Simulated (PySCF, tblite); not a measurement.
# C₃H₄S: excited states, first hyperpolarisability

Wanted: excited states, first hyperpolarisability for C₃H₄S (`C=CC=S`).

Computed with tblite 0.8.0 and PySCF 2.14.0 and routines of our own; the level stands in each step. Atoms count from 0.

## Step 1: The system as given

8 atoms, charge 0, multiplicity 1; geometry from: force field or distance geometry start.

## Step 2: Optimising the geometry with GFN2-xTB

The job: settings as JSON, then the geometry in Å.

```
{"job": {"kind": "relax", "xc": "GFN2-xTB", "basis": "xTB"}, "charge": 0, "multiplicity": 1}
C     -1.244900     0.188200    -0.085500
C     -0.126700    -0.480600     0.131100
C      1.194800     0.186800    -0.031200
S      2.663700    -0.547000     0.209900
H     -2.217200    -0.298000     0.049000
H     -1.268000     1.230400    -0.398500
H     -0.131000    -1.521700     0.447900
H      1.138400     1.251200    -0.347300
```

On the command line:

```sh
$ OMP_NUM_THREADS=1 python excited_run.py task.json out
```

The driver reads the jobs from task.json and runs them one after another.

Standard output:

```text
step      E/eV     max force
  0    -316.62146    2.123
  1    -316.69174    1.256
  2    -316.72097    0.505
  3    -316.73037    0.224
  4    -316.73208    0.161
  5    -316.73355    0.132
  6    -316.73467    0.127
  7    -316.73606    0.111
  8    -316.73674    0.065
  9    -316.73713    0.068
 10    -316.73742    0.070
 11    -316.73766    0.046
 12    -316.73778    0.032
 13    -316.73785    0.031
 14    -316.73794    0.042
 15    -316.73808    0.055
 16    -316.73826    0.049
 17    -316.73838    0.024
 18    -316.73843    0.019
 19    -316.73845    0.017
 20    -316.73847    0.020
 21    -316.73848    0.014
 22    -316.73849    0.006
```

It took 0.07 s on 1 thread of Arm Neoverse V1, shared host.

The steps of the relaxation:

```
step  energy from step 0 (eV)  largest force (eV/Å)
   0                   0.0000                2.1234
   1                  -0.0703                1.2556
   2                  -0.0995                0.5050
   3                  -0.1089                0.2242
   4                  -0.1106                0.1611
   5                  -0.1121                0.1324
   6                  -0.1132                0.1268
   7                  -0.1146                0.1114
   8                  -0.1153                0.0652
   9                  -0.1157                0.0675
  10                  -0.1160                0.0697
  11                  -0.1162                0.0461
  12                  -0.1163                0.0320
  13                  -0.1164                0.0305
  14                  -0.1165                0.0417
  15                  -0.1166                0.0546
  16                  -0.1168                0.0494
  17                  -0.1169                0.0245
  18                  -0.1170                0.0185
  19                  -0.1170                0.0170
  20                  -0.1170                0.0202
  21                  -0.1170                0.0144
  22                  -0.1170                0.0064
```

Distances of close pairs at the start and the end, largest changes first:

```
 bond  before (Å)  after (Å)  change (Å)
C1–C2       1.489      1.430      -0.060
C2–S3       1.660      1.628      -0.032
C2–H7       1.112      1.087      -0.025
C0–H4       1.095      1.076      -0.019
C0–C1       1.321      1.336      +0.015
C0–H5       1.088      1.078      -0.010
C1–H6       1.088      1.082      -0.007
```

The next job starts from the end point, and lists it.

## Step 3: Infrared spectrum with GFN2-xTB

The job: settings as JSON, then the geometry in Å.

```
{"job": {"kind": "ir", "xc": "GFN2-xTB", "basis": "xTB"}, "charge": 0, "multiplicity": 1}
C     -1.257243     0.184309    -0.082061
C     -0.099612    -0.447677     0.128766
C      1.171465     0.186305    -0.034472
S      2.592700    -0.566734     0.214822
H     -2.206025    -0.308004     0.044229
H     -1.284508     1.217237    -0.389845
H     -0.079039    -1.484049     0.437828
H      1.171319     1.228025    -0.343832
```

Standard output:

```text
mode    cm-1     km/mol
  1     130.0      0.73
  2     262.8      3.26
  3     443.2      0.86
  4     567.0      5.27
  5     809.1      0.19
  6     900.1     11.41
  7     905.4      4.12
  8    1009.1     21.00
  9    1071.4      2.07
 10    1194.4     11.86
 11    1234.0     11.02
 12    1311.3      9.88
 13    1399.6     17.98
 14    1620.2     26.24
 15    2979.0     18.43
 16    3075.3      9.47
 17    3099.6      9.99
 18    3135.7     18.78
```

Run time: 0.11 s. Hardware: 1 thread of Arm Neoverse V1, shared host.

The strongest bands and the atoms that carry them (share of the mass-weighted mode):

```
cm⁻¹  km/mol                      atoms
 900    11.4  H4 50 %, C0 22 %, H5 16 %
1009    21.0           H6 59 %, H5 31 %
1194    11.9  C2 37 %, H6 35 %, C1 17 %
1234    11.0  H7 44 %, H6 21 %, C1 14 %
1400    18.0  H4 40 %, H5 32 %, C1 13 %
1620    26.2           C1 48 %, C0 42 %
2979    18.4                    H7 93 %
3136    18.8           H4 68 %, H5 20 %
```

## Step 4: Excited states: TDA CAM-B3LYP/def2-TZVP

Settings changed since step 3:

```diff
@@ -1,2 +1,2 @@
-{"job": {"kind": "ir", "xc": "GFN2-xTB", "basis": "xTB"}, "charge": 0, "multiplicity": 1}
+{"job": {"kind": "states", "xc": "CAM-B3LYP", "basis": "def2-TZVP", "tda": true, "soc": true, "nstates": 5, "ntriplets": 4, "nquad": 4}, "charge": 0, "multiplicity": 1}
 C     -1.257243     0.184309    -0.082061
```

Level: TDA CAM-B3LYP/def2-TZVP excited states, vertical, gas phase, spin-orbit mean-field couplings.

Standard output:

```text
coarse grid: 7368 points
cycle   1  E = -514.8302667590  dE =  4.890e-01  |g| = 3.216e-01  |ddm| = 2.158e+00
cycle   2  E = -514.8146683464  dE =  1.560e-02  |g| = 4.598e-01  |ddm| = 8.838e-01
cycle   3  E = -514.8694152176  dE = -5.475e-02  |g| = 4.495e-02  |ddm| = 4.718e-01
cycle   4  E = -514.8699346660  dE = -5.194e-04  |g| = 2.398e-02  |ddm| = 8.452e-02
cycle   5  E = -514.8700927437  dE = -1.581e-04  |g| = 8.292e-03  |ddm| = 3.414e-02
cycle   6  E = -514.8701122835  dE = -1.954e-05  |g| = 3.140e-03  |ddm| = 1.346e-02
cycle   7  E = -514.8701156917  dE = -3.408e-06  |g| = 1.326e-03  |ddm| = 6.058e-03
final grid: 66864 points
cycle   8  E = -514.8654226636  dE = -1.788e-05  |g| = 4.165e-03  |ddm| = 2.156e-02
cycle   9  E = -514.8654201120  dE =  2.552e-06  |g| = 5.226e-03  |ddm| = 6.198e-03
cycle  10  E = -514.8654270956  dE = -6.984e-06  |g| = 5.484e-04  |ddm| = 4.425e-03
cycle  11  E = -514.8654271762  dE = -8.067e-08  |g| = 2.408e-04  |ddm| = 5.598e-04
cycle  12  E = -514.8654271904  dE = -1.414e-08  |g| = 9.863e-05  |ddm| = 3.045e-04
cycle  13  E = -514.8654271931  dE = -2.726e-09  |g| = 3.713e-05  |ddm| = 1.595e-04
cycle  14  E = -514.8654271936  dE = -5.070e-10  |g| = 9.924e-06  |ddm| = 8.912e-05
converged SCF energy = -514.8654271936

Singlet excitations
state   eV       nm        f     d(h-e)  d(exc)  Lambda  PR(NTO)  |dmu|/D   mu/D   main configurations
  1   2.1896   566.2   0.00003   1.139   2.637   0.466   1.002    2.496    0.494   H->L 0.97
  2   5.3908   230.0   0.78468   0.576   2.883   0.817   1.153    1.419    4.270   H-1->L 0.91
  3   6.3124   196.4   0.00790   0.649   2.650   0.587   1.130    1.548    1.388   H-3->L 0.91
  4   6.4055   193.6   0.00209   2.449   3.446   0.336   1.125    5.278    2.596   H->L+1 0.91
  5   6.8365   181.4   0.00057   1.009   2.803   0.434   1.037                     H-4->L 0.96

Triplet excitations (Tamm-Dancoff)
state   eV     d(h-e)  d(exc)  Lambda  PR(NTO)   main configurations
  1   1.6802   1.101   2.597   0.465   1.003   H->L 0.96
  2   2.3870   0.107   2.663   0.843   1.061   H-1->L 0.95
  3   4.5440   0.101   2.155   0.817   1.609   H-2->L 0.71, H-1->L+1 0.26
  4   5.4798   0.637   2.532   0.597   1.039   H-3->L 0.94
S1 - T1 = 0.5094 eV

Spin-orbit couplings |<S|Hso|T>| (cm-1)
             T1       T2       T3       T4
S0      181.223    0.133    0.436  137.606
S1        0.296  129.973   65.304  146.927
S2      126.898    0.086    0.187  106.236
S3      139.310   95.225   44.736    2.011
S4       30.339   23.682   46.824    6.067
S5       14.723   23.344    6.370   11.521
T1 sublevels (cm-1): 0.000 0.158 5.091   radiative rates (1/s): 3.01 4.59 7.38e+03
```

Run time: 12 s. Hardware: 1 thread of Arm Neoverse V1, shared host.

Key values:

```
  quantity    value
S1 less T1  0.51 eV
```

## Step 5: Excited states: TDDFT PBE0/def2-SVPD

Settings changed since step 4:

```diff
@@ -1,2 +1,2 @@
-{"job": {"kind": "states", "xc": "CAM-B3LYP", "basis": "def2-TZVP", "tda": true, "soc": true, "nstates": 5, "ntriplets": 4, "nquad": 4}, "charge": 0, "multiplicity": 1}
+{"job": {"kind": "states", "xc": "PBE0", "basis": "def2-SVPD", "tpa": true, "nstates": 6, "nquad": 5, "ntriplets": 0}, "charge": 0, "multiplicity": 1}
 C     -1.257243     0.184309    -0.082061
```

Level: TDDFT PBE0/def2-SVPD excited states, vertical, gas phase, two-photon moments by quadratic response.

Standard output:

```text
coarse grid: 7368 points
cycle   1  E = -514.3114175909  dE =  3.928e-01  |g| = 2.402e-01  |ddm| = 4.384e+00
cycle   2  E = -514.2887007834  dE =  2.272e-02  |g| = 3.734e-01  |ddm| = 1.232e+00
cycle   3  E = -514.3306340229  dE = -4.193e-02  |g| = 8.848e-02  |ddm| = 7.105e-01
cycle   4  E = -514.3327920102  dE = -2.158e-03  |g| = 2.301e-02  |ddm| = 1.772e-01
cycle   5  E = -514.3329476630  dE = -1.557e-04  |g| = 7.068e-03  |ddm| = 6.614e-02
cycle   6  E = -514.3329623144  dE = -1.465e-05  |g| = 9.295e-04  |ddm| = 1.763e-02
cycle   7  E = -514.3329624354  dE = -1.209e-07  |g| = 7.511e-04  |ddm| = 2.491e-03
final grid: 66864 points
cycle   8  E = -514.3864433834  dE = -3.126e-06  |g| = 8.758e-03  |ddm| = 5.841e-02
cycle   9  E = -514.3863690528  dE =  7.433e-05  |g| = 1.741e-02  |ddm| = 3.822e-02
cycle  10  E = -514.3864663357  dE = -9.728e-05  |g| = 1.168e-03  |ddm| = 2.876e-02
cycle  11  E = -514.3864667313  dE = -3.956e-07  |g| = 2.522e-04  |ddm| = 2.324e-03
cycle  12  E = -514.3864667492  dE = -1.783e-08  |g| = 1.009e-04  |ddm| = 6.325e-04
cycle  13  E = -514.3864667518  dE = -2.656e-09  |g| = 3.479e-05  |ddm| = 1.830e-04
cycle  14  E = -514.3864667521  dE = -3.388e-10  |g| = 7.397e-06  |ddm| = 7.079e-05
converged SCF energy = -514.3864667521

Singlet excitations
state   eV       nm        f     d(h-e)  d(exc)  Lambda  PR(NTO)  |dmu|/D   mu/D   delta(TPA)   sigma/GM   main configurations
  1   2.0868   594.1   0.00003   1.299   2.792   0.468   1.003    2.582    0.613        0.42      0.001   H->L 0.99
  2   4.9159   252.2   0.52103   0.585   2.964   0.799   1.232    1.185    4.242       99.62      0.882   H-1->L 0.95
  3   5.7350   216.2   0.00087   2.478   3.444   0.314   1.010    5.082    2.236        3.47      0.042   H->L+1 0.99
  4   6.1913   200.3   0.00571   0.637   2.742   0.597   1.038    1.358    1.750        3.08      0.043   H-3->L 0.98
  5   6.2873   197.2   0.03835   1.875   3.908   0.274   1.015    4.435    2.733       58.12      0.842   H->L+2 0.85
  6   6.5120   190.4   0.00055   1.249   2.918   0.445   1.010                                            H-4->L 0.99
```

Run time: 7.2 s. Hardware: 1 thread of Arm Neoverse V1, shared host.

## Step 6: First hyperpolarisability: quadratic response BHandHLYP/def2-SVPD

Settings changed since step 5:

```diff
@@ -1,2 +1,2 @@
-{"job": {"kind": "states", "xc": "PBE0", "basis": "def2-SVPD", "tpa": true, "nstates": 6, "nquad": 5, "ntriplets": 0}, "charge": 0, "multiplicity": 1}
+{"job": {"kind": "beta", "xc": "BHandHLYP", "basis": "def2-SVPD", "wavelengths": [1550, 1064, 694.3]}, "charge": 0, "multiplicity": 1}
 C     -1.257243     0.184309    -0.082061
```

Method: quadratic response BHandHLYP/def2-SVPD first hyperpolarisability, Taylor convention, gas phase.

Standard output:

```text
coarse grid: 7368 points
cycle   1  E = -514.5149249397  dE =  4.996e-01  |g| = 3.077e-01  |ddm| = 4.021e+00
cycle   2  E = -514.5009692777  dE =  1.396e-02  |g| = 4.161e-01  |ddm| = 1.283e+00
cycle   3  E = -514.5522749564  dE = -5.131e-02  |g| = 3.751e-02  |ddm| = 8.280e-01
cycle   4  E = -514.5526914844  dE = -4.165e-04  |g| = 2.045e-02  |ddm| = 1.158e-01
cycle   5  E = -514.5528087146  dE = -1.172e-04  |g| = 6.243e-03  |ddm| = 5.808e-02
cycle   6  E = -514.5528190582  dE = -1.034e-05  |g| = 1.484e-03  |ddm| = 1.265e-02
cycle   7  E = -514.5528200799  dE = -1.022e-06  |g| = 8.099e-04  |ddm| = 5.976e-03
final grid: 66864 points
cycle   8  E = -514.5913838455  dE = -8.925e-06  |g| = 2.234e-03  |ddm| = 3.810e-02
cycle   9  E = -514.5913833209  dE =  5.246e-07  |g| = 2.672e-03  |ddm| = 7.748e-03
cycle  10  E = -514.5913854124  dE = -2.092e-06  |g| = 3.141e-04  |ddm| = 4.583e-03
cycle  11  E = -514.5913854420  dE = -2.967e-08  |g| = 1.360e-04  |ddm| = 6.593e-04
cycle  12  E = -514.5913854471  dE = -5.033e-09  |g| = 5.334e-05  |ddm| = 3.521e-04
cycle  13  E = -514.5913854480  dE = -8.788e-10  |g| = 1.584e-05  |ddm| = 1.175e-04
converged SCF energy = -514.5913854480

Lowest singlets (eV, f): 2.2935 0.0000  4.9563 0.5667  6.4641 0.0062

First hyperpolarisability (au)
process     nm      |vector|   parallel      HRS      DR
static         -      390.21     225.68     154.12   5.965
shg       1550.0      446.76     258.54     176.64   5.787
eope      1550.0      407.70     235.84          -       -
eope      1064.0      428.89     248.16          -       -
eope       694.3      491.67     284.58          -       -
```

Run time: 6 s. Hardware: 1 thread of Arm Neoverse V1, shared host.

Warnings kept with the result: second harmonic within 0.3 eV of the first excitation or beyond it: left out; second harmonic within 0.3 eV of the first excitation or beyond it: left out.

## Step 7: Outcome

| quantity | value |
| --- | --- |
| strongest single infrared mode (GFN2-xTB) | 1620 cm⁻¹, 26 km/mol |
| zero-point energy (GFN2-xTB) | 36.0 kcal/mol |
| S1 less T1 (step 4, TDA CAM-B3LYP/def2-TZVP) | 0.51 eV |
| β vector (step 6, quadratic response BHandHLYP/def2-SVPD) | static 390, SHG 1550.0 nm 447 au |

In words: All 18 modes are real, so the xTB geometry is a minimum. The strongest single mode, at 1620 cm⁻¹, moves mainly C1 and C0. Unscaled tight-binding wavenumbers are off by several per cent, some by more. Its intensities can rank the bands wrongly. In step 4, the number of triplets below S1 is 1, and the largest singlet-triplet spin-orbit coupling is S0–T1, 181.22 cm⁻¹. β grows from 390 au (static) to 447 au for doubling at 1550.0 nm: normal dispersion, which grows as twice the photon energy moves toward the bright states.
